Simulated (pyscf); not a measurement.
Single points on ωB97X-D3(BJ)/def2-SVP structures (PySCF, gas phase).

For the elementary gas-phase step H₃C–ZnH + H₂ -> CH₄ + ZnH₂ (singlet surface; C–Zn, H–H broken, C–H, H–Zn formed), what barrier and reaction energy does ωB97M-D3(BJ)/def2-TZVP give, measured from the separated reactants?

ΔE‡ = 40.8 kcal/mol, ΔE = -10.4 kcal/mol. Zero-point energy shifts the barrier by +1.7 kcal/mol. It is a four-centre exchange, with an imaginary mode of 1592i cm⁻¹. At the saddle there is also a short H–Zn contact that neither side keeps. One saddle was located; it need not be the lowest between these sides. Elements up to Kr have no core potential and no relativistic terms here.
